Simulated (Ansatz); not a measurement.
The first iterations of a band of BFH3N (6 atoms, charge 0, multiplicity 1).

These are results of RKS B3LYP-D4/def2-SVP in Ansatz, not measurements.

```
movable images  : 7
climbing image  : yes
spring          : 5.0 eV/Å²
optimiser       : quadratic models (default)
start path      : through a guess of the saddle point
force threshold : 0.05 eV/Å
iteration limit : 60
end points      : relaxed
```

First end point:

```xyz
6
Properties=species:S:1:pos:R:3
B 0.109 -0.022 0.107
H 0.150 -0.463 1.231
F 1.233 0.454 -0.446
N -1.079 0.004 -0.621
H -1.955 -0.342 -0.251
H -1.137 0.370 -1.566
```

Last end point:

```xyz
6
Properties=species:S:1:pos:R:3
B -0.585 -0.242 0.266
H 1.237 -0.002 0.690
F 2.068 0.324 0.347
N -1.546 -0.073 -0.690
H -2.519 -0.346 -0.560
H -1.334 0.338 -1.599
```

| iteration | highest image above the first end (eV) | largest band force component (eV/Å) |
| --- | --- | --- |
| 1 | 6.187 | 6.138 |
| 2 | 5.037 | 3.659 |
| 3 | 4.779 | 2.018 |
| 4 | 4.658 | 2.398 |
| 5 | 4.612 | 2.466 |
| 6 | 4.962 | 1.857 |

Task: Does the band converge within its limit, and where does its top end?

Result: The run converged. It ended after 18 iterations with the highest image 4.706 eV above the first end. Neighbouring images differ by up to 1.8 eV, so the band resolves the path poorly. A vibrational analysis at the climbing image gives one clearly imaginary mode, 779i cm⁻¹: a first-order saddle point. The orbitals stay closed-shell, which can raise the energy where a bond breaks towards radicals; this wasn't checked here.

Run time: 2.7 min on 1 thread of Arm Neoverse V1 (shared host), peak memory 0.1 GiB.
